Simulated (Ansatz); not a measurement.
Geometry optimisation, RKS PBE0-D4/def2-SVP in Ansatz.

Input:

```yaml
crystal:
  periodic: [false, false, false]
  atoms:
    - { symbol: B, position_ang: [-0.181612, 0.389301, -0.463993] }
    - { symbol: "N", position_ang: [0.069108, 0.076695, 2.247725] }
    - { symbol: H, position_ang: [-0.776522, -0.111514, 2.783735] }
    - { symbol: H, position_ang: [0.844071, 0.157694, 2.902732] }
    - { symbol: H, position_ang: [0.800572, -0.224612, -0.821103] }
    - { symbol: O, position_ang: [-1.426893, -0.093399, -0.646883] }
    - { symbol: H, position_ang: [-1.431642, -0.983818, -1.013909] }
    - { symbol: H, position_ang: [-0.10239, 1.491922, -0.000319] }
    - { symbol: H, position_ang: [-0.055892, 1.006531, 1.805915] }
basis:
  gaussian: { orbitals: def2-SVP }
hamiltonian:
  xc: pbe0
  dispersion: d4
relax:
  f_tol: 0.03
  max_steps: 50
```

Launched with:

```bash
$ ansatz run input.yaml --threads 1 --pin off --max-ram 2048MiB --backend cpu --events-out ev --progress --plain --runs-dir out
```

**Question.** Where does it end, and by what steps?

**Answer.** The run converged. The force dipped under the threshold on the way, but the program's further checks kept it going. After 20 steps the energy has fallen by 0.634 eV; H3 moved furthest, 0.96 Å. Joined: B1–N2 (2.74 → 1.68 Å).

| step | energy less start (eV) | largest force component (eV/Å) | accepted |
| --- | --- | --- | --- |
| 0 | 0.0000 | 0.667 | yes |
| 1 | -0.0405 | 0.820 | yes |
| 2 | -0.0645 | 1.790 | yes |
| 3 | -0.1554 | 1.342 | yes |
| 4 | -0.2037 | 1.026 | yes |
| 5 | -0.3890 | 0.625 | yes |
| 6 | -0.5461 | 0.392 | yes |
| 7 | -0.5607 | 0.519 | yes |
| 8 | -0.5681 | 0.190 | yes |
| 9 | -0.5738 | 0.223 | yes |
| 10 | -0.5759 | 0.227 | yes |
| 11 | -0.5803 | 0.240 | yes |
| 12 | -0.5894 | 0.302 | yes |
| 13 | -0.6130 | 0.204 | yes |
| 14 | -0.5642 | 1.206 | no |
| 15 | -0.6261 | 0.076 | yes |
| 16 | -0.6325 | 0.028 | yes |
| 17 | -0.6324 | 0.201 | no |
| 18 | -0.6335 | 0.039 | yes |
| 19 | -0.6336 | 0.038 | yes |
| 20 | -0.6338 | 0.003 | yes |

```xyz
9
Properties=species:S:1:pos:R:3
B -0.081 0.320 0.068
N -0.046 0.280 1.751
H -0.329 -0.630 2.117
H 0.882 0.505 2.113
H 0.712 -0.571 -0.252
O -1.449 0.120 -0.285
H -1.579 -0.748 -0.670
H 0.336 1.458 -0.149
H -0.707 0.975 2.102
```

Run time: 44 s on 1 thread of Arm Neoverse V1 (shared host), peak memory 0.14 GiB.
